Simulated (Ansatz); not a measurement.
**Molecular dynamics of AlH₆NSi**

input.yaml

```yaml
crystal:
  periodic: [false, false, false]
  atoms:
    - { symbol: "N", position_ang: [-1.19808, 0.834857, -0.761729] }
    - { symbol: Si, position_ang: [0.49577, 0.534131, -0.383042] }
    - { symbol: Al, position_ang: [0.515858, -1.287251, 1.27425] }
    - { symbol: H, position_ang: [-1.759652, 0.026119, -1.043755] }
    - { symbol: H, position_ang: [-1.424158, 1.629009, -1.36878] }
    - { symbol: H, position_ang: [1.046972, 1.819545, 0.188619] }
    - { symbol: H, position_ang: [1.415861, 0.217008, -1.557387] }
    - { symbol: H, position_ang: [1.693554, -1.475037, 2.349324] }
    - { symbol: H, position_ang: [-0.697725, -2.344681, 1.285401] }
basis:
  gaussian: { orbitals: def2-SVP }
hamiltonian:
  xc: pbe
  dispersion: d4
md:
  timestep: 0.25
  n_steps: 150
  ensemble: nve
  temperature: 300.0
  initial_velocities: maxwell_boltzmann
  seed: 261184
scf:
  lower_state_search: "off"
```

Launched with:

```bash
$ ansatz run input.yaml --threads 1 --pin off --max-ram 2048MiB --backend cpu --events-out ev --progress --plain --runs-dir out
```

It starts from a relaxed structure.

Output, in part (one step line in 3, the closing report, with atoms numbered from 0):

```
md step     0: t =     0.00 fs  T =   300.0 K  F+E_penalty+E_count = -16046.40540744 eV  E_kin = 0.271446 eV  conserved = -16046.13396144 eV  (18 SCF iters)
md step     3: t =     0.75 fs  T =   285.1 K  F+E_penalty+E_count = -16046.39182389 eV  E_kin = 0.257945 eV  conserved = -16046.13387936 eV  (20 SCF iters)
md step     6: t =     1.50 fs  T =   249.7 K  F+E_penalty+E_count = -16046.35971016 eV  E_kin = 0.225963 eV  conserved = -16046.13374679 eV  (20 SCF iters)
md step     9: t =     2.25 fs  T =   213.4 K  F+E_penalty+E_count = -16046.32675972 eV  E_kin = 0.193110 eV  conserved = -16046.13364949 eV  (13 SCF iters)
md step    12: t =     3.00 fs  T =   190.9 K  F+E_penalty+E_count = -16046.30637599 eV  E_kin = 0.172745 eV  conserved = -16046.13363110 eV  (13 SCF iters)
md step    15: t =     3.75 fs  T =   185.1 K  F+E_penalty+E_count = -16046.30119002 eV  E_kin = 0.167498 eV  conserved = -16046.13369175 eV  (20 SCF iters)
md step    18: t =     4.50 fs  T =   187.0 K  F+E_penalty+E_count = -16046.30301517 eV  E_kin = 0.169226 eV  conserved = -16046.13378925 eV  (20 SCF iters)
md step    21: t =     5.25 fs  T =   182.6 K  F+E_penalty+E_count = -16046.29908896 eV  E_kin = 0.165246 eV  conserved = -16046.13384289 eV  (20 SCF iters)
md step    24: t =     6.00 fs  T =   165.1 K  F+E_penalty+E_count = -16046.28315763 eV  E_kin = 0.149374 eV  conserved = -16046.13378331 eV  (20 SCF iters)
md step    27: t =     6.75 fs  T =   144.0 K  F+E_penalty+E_count = -16046.26391423 eV  E_kin = 0.130262 eV  conserved = -16046.13365273 eV  (20 SCF iters)
md step    30: t =     7.50 fs  T =   137.9 K  F+E_penalty+E_count = -16046.25840594 eV  E_kin = 0.124795 eV  conserved = -16046.13361122 eV  (13 SCF iters)
md step    33: t =     8.25 fs  T =   152.5 K  F+E_penalty+E_count = -16046.27174048 eV  E_kin = 0.138008 eV  conserved = -16046.13373262 eV  (20 SCF iters)
md step    36: t =     9.00 fs  T =   170.6 K  F+E_penalty+E_count = -16046.28822854 eV  E_kin = 0.154343 eV  conserved = -16046.13388566 eV  (20 SCF iters)
md step    39: t =     9.75 fs  T =   169.8 K  F+E_penalty+E_count = -16046.28757105 eV  E_kin = 0.153651 eV  conserved = -16046.13391992 eV  (20 SCF iters)
md step    42: t =    10.50 fs  T =   144.4 K  F+E_penalty+E_count = -16046.26446305 eV  E_kin = 0.130638 eV  conserved = -16046.13382550 eV  (20 SCF iters)
md step    45: t =    11.25 fs  T =   107.6 K  F+E_penalty+E_count = -16046.23101247 eV  E_kin = 0.097326 eV  conserved = -16046.13368652 eV  (20 SCF iters)
md step    48: t =    12.00 fs  T =    80.1 K  F+E_penalty+E_count = -16046.20608640 eV  E_kin = 0.072499 eV  conserved = -16046.13358748 eV  (13 SCF iters)
md step    51: t =    12.75 fs  T =    77.1 K  F+E_penalty+E_count = -16046.20335413 eV  E_kin = 0.069775 eV  conserved = -16046.13357884 eV  (13 SCF iters)
md step    54: t =    13.50 fs  T =    99.8 K  F+E_penalty+E_count = -16046.22399030 eV  E_kin = 0.090324 eV  conserved = -16046.13366628 eV  (20 SCF iters)
md step    57: t =    14.25 fs  T =   135.1 K  F+E_penalty+E_count = -16046.25601724 eV  E_kin = 0.122215 eV  conserved = -16046.13380176 eV  (20 SCF iters)
md step    60: t =    15.00 fs  T =   162.9 K  F+E_penalty+E_count = -16046.28133030 eV  E_kin = 0.147440 eV  conserved = -16046.13389003 eV  (19 SCF iters)
md step    63: t =    15.75 fs  T =   171.2 K  F+E_penalty+E_count = -16046.28871094 eV  E_kin = 0.154862 eV  conserved = -16046.13384845 eV  (19 SCF iters)
md step    66: t =    16.50 fs  T =   166.0 K  F+E_penalty+E_count = -16046.28390996 eV  E_kin = 0.150192 eV  conserved = -16046.13371836 eV  (20 SCF iters)
md step    69: t =    17.25 fs  T =   165.7 K  F+E_penalty+E_count = -16046.28361621 eV  E_kin = 0.149959 eV  conserved = -16046.13365719 eV  (20 SCF iters)
md step    72: t =    18.00 fs  T =   178.7 K  F+E_penalty+E_count = -16046.29541467 eV  E_kin = 0.161675 eV  conserved = -16046.13373950 eV  (20 SCF iters)
md step    75: t =    18.75 fs  T =   193.3 K  F+E_penalty+E_count = -16046.30872462 eV  E_kin = 0.174875 eV  conserved = -16046.13385005 eV  (20 SCF iters)
md step    78: t =    19.50 fs  T =   193.3 K  F+E_penalty+E_count = -16046.30879190 eV  E_kin = 0.174929 eV  conserved = -16046.13386299 eV  (20 SCF iters)
md step    81: t =    20.25 fs  T =   176.1 K  F+E_penalty+E_count = -16046.29308388 eV  E_kin = 0.159305 eV  conserved = -16046.13377905 eV  (20 SCF iters)
md step    84: t =    21.00 fs  T =   153.2 K  F+E_penalty+E_count = -16046.27228583 eV  E_kin = 0.138613 eV  conserved = -16046.13367299 eV  (13 SCF iters)
md step    87: t =    21.75 fs  T =   140.5 K  F+E_penalty+E_count = -16046.26070040 eV  E_kin = 0.127088 eV  conserved = -16046.13361250 eV  (13 SCF iters)
md step    90: t =    22.50 fs  T =   147.0 K  F+E_penalty+E_count = -16046.26665712 eV  E_kin = 0.133026 eV  conserved = -16046.13363069 eV  (13 SCF iters)
md step    93: t =    23.25 fs  T =   170.1 K  F+E_penalty+E_count = -16046.28760609 eV  E_kin = 0.153882 eV  conserved = -16046.13372421 eV  (20 SCF iters)
md step    96: t =    24.00 fs  T =   195.6 K  F+E_penalty+E_count = -16046.31081201 eV  E_kin = 0.176966 eV  conserved = -16046.13384586 eV  (20 SCF iters)
md step    99: t =    24.75 fs  T =   205.9 K  F+E_penalty+E_count = -16046.32021021 eV  E_kin = 0.186299 eV  conserved = -16046.13391081 eV  (19 SCF iters)
md step   102: t =    25.50 fs  T =   192.5 K  F+E_penalty+E_count = -16046.30807020 eV  E_kin = 0.174220 eV  conserved = -16046.13384983 eV  (19 SCF iters)
md step   105: t =    26.25 fs  T =   165.4 K  F+E_penalty+E_count = -16046.28333000 eV  E_kin = 0.149619 eV  conserved = -16046.13371116 eV  (20 SCF iters)
md step   108: t =    27.00 fs  T =   144.6 K  F+E_penalty+E_count = -16046.26444025 eV  E_kin = 0.130793 eV  conserved = -16046.13364764 eV  (13 SCF iters)
md step   111: t =    27.75 fs  T =   139.5 K  F+E_penalty+E_count = -16046.25990226 eV  E_kin = 0.126182 eV  conserved = -16046.13372063 eV  (20 SCF iters)
md step   114: t =    28.50 fs  T =   140.3 K  F+E_penalty+E_count = -16046.26073421 eV  E_kin = 0.126920 eV  conserved = -16046.13381459 eV  (20 SCF iters)
md step   117: t =    29.25 fs  T =   133.4 K  F+E_penalty+E_count = -16046.25447614 eV  E_kin = 0.120659 eV  conserved = -16046.13381750 eV  (20 SCF iters)
md step   120: t =    30.00 fs  T =   117.3 K  F+E_penalty+E_count = -16046.23991916 eV  E_kin = 0.106179 eV  conserved = -16046.13374039 eV  (20 SCF iters)
md step   123: t =    30.75 fs  T =   102.9 K  F+E_penalty+E_count = -16046.22675766 eV  E_kin = 0.093100 eV  conserved = -16046.13365771 eV  (13 SCF iters)
md step   126: t =    31.50 fs  T =   102.1 K  F+E_penalty+E_count = -16046.22601107 eV  E_kin = 0.092383 eV  conserved = -16046.13362828 eV  (13 SCF iters)
md step   129: t =    32.25 fs  T =   119.3 K  F+E_penalty+E_count = -16046.24161874 eV  E_kin = 0.107946 eV  conserved = -16046.13367236 eV  (13 SCF iters)
md step   132: t =    33.00 fs  T =   147.5 K  F+E_penalty+E_count = -16046.26725414 eV  E_kin = 0.133478 eV  conserved = -16046.13377594 eV  (20 SCF iters)
md step   135: t =    33.75 fs  T =   171.0 K  F+E_penalty+E_count = -16046.28864609 eV  E_kin = 0.154763 eV  conserved = -16046.13388349 eV  (19 SCF iters)
md step   138: t =    34.50 fs  T =   174.2 K  F+E_penalty+E_count = -16046.29156340 eV  E_kin = 0.157654 eV  conserved = -16046.13390913 eV  (19 SCF iters)
md step   141: t =    35.25 fs  T =   154.3 K  F+E_penalty+E_count = -16046.27343990 eV  E_kin = 0.139639 eV  conserved = -16046.13380101 eV  (20 SCF iters)
md step   144: t =    36.00 fs  T =   127.8 K  F+E_penalty+E_count = -16046.24924586 eV  E_kin = 0.115605 eV  conserved = -16046.13364118 eV  (20 SCF iters)
md step   147: t =    36.75 fs  T =   117.5 K  F+E_penalty+E_count = -16046.23991687 eV  E_kin = 0.106318 eV  conserved = -16046.13359914 eV  (13 SCF iters)
md step   150: t =    37.50 fs  T =   129.7 K  F+E_penalty+E_count = -16046.25106632 eV  E_kin = 0.117358 eV  conserved = -16046.13370798 eV  (13 SCF iters)
Total energy: -16046.25110970 eV, -589.6888517420 hartree
Atom 0 at    -1.171175     0.930909    -0.814916 Å, force    -0.222306    -0.340884     1.010078 eV/Å
Atom 1 at     0.435780     0.495006    -0.359180 Å, force     1.057355    -0.084523    -1.001369 eV/Å
Atom 2 at     0.550758    -1.298493     1.291313 Å, force     0.280398    -0.081775     0.069881 eV/Å
Atom 3 at    -1.816258     0.201957    -1.068160 Å, force    -0.521126    -0.490038    -0.265607 eV/Å
Atom 4 at    -1.228486     1.700969    -1.444118 Å, force    -0.266475     0.975108    -0.840171 eV/Å
Atom 5 at     1.050241     1.795886     0.093331 Å, force     0.166234    -0.043419     0.069176 eV/Å
Atom 6 at     1.289424     0.071448    -1.656975 Å, force    -0.262396     0.145142     0.931760 eV/Å
Atom 7 at     1.613639    -1.189058     2.506138 Å, force    -0.162542    -0.064878    -0.066219 eV/Å
Atom 8 at    -0.270308    -2.652930     1.040709 Å, force    -0.069141    -0.014732     0.092470 eV/Å
Dipole moment:    -0.243660    -0.009703    -0.111663 e Å
```

The run went to its last step. The conserved energy stayed within 0.043 meV per atom of its start (net change 0.028 meV per atom), so the integration is sound. A run of 0.037 ps of so small a system gives no equilibrium averages.

The same pairs are bonded in the first frame and the last. Pairs count as bonded within 1.25 times the sum of covalent radii (0.12 Å more for H–H).

Last frame:

```xyz
9
Properties=species:S:1:pos:R:3
N -1.171 0.931 -0.815
Si 0.436 0.495 -0.359
Al 0.551 -1.298 1.291
H -1.816 0.202 -1.068
H -1.228 1.701 -1.444
H 1.050 1.796 0.093
H 1.289 0.071 -1.657
H 1.614 -1.189 2.506
H -0.270 -2.653 1.041
```

Run time: 3.6 min on 1 thread of Arm Neoverse V1, with other jobs on the host, peak memory 0.098 GiB.
